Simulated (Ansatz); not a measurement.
CF2: state-averaged CASSCF

Calculated in Ansatz's Gaussian-basis code. State-averaged CASSCF with equal weights; occupations are averaged over the states; levels count from the state that is lowest in CASSCF. No symmetry is imposed, so a solution can break that of the shape. The lowest solution met needn't be the lowest there is, nor hold the orbitals that a chemist would pick.

Geometry:

```xyz
3

C     0.0000    0.0000   -0.5911
F     0.0000    1.0238    0.1970
F     0.0000   -1.0238    0.1970
```

Basis cc-pVDZ, nonrelativistic, 3 orbitals frozen in the corrections; active space CAS(2,2). Averaged: 2 singlets.

(1) Give the levels in order.

## Answers

(1) 

```
  state  CASSCF (eV)  SC-NEVPT2 (eV)
singlet        0.000           0.000
singlet        5.268           5.098
```

Occupations: 1.48, 0.52.
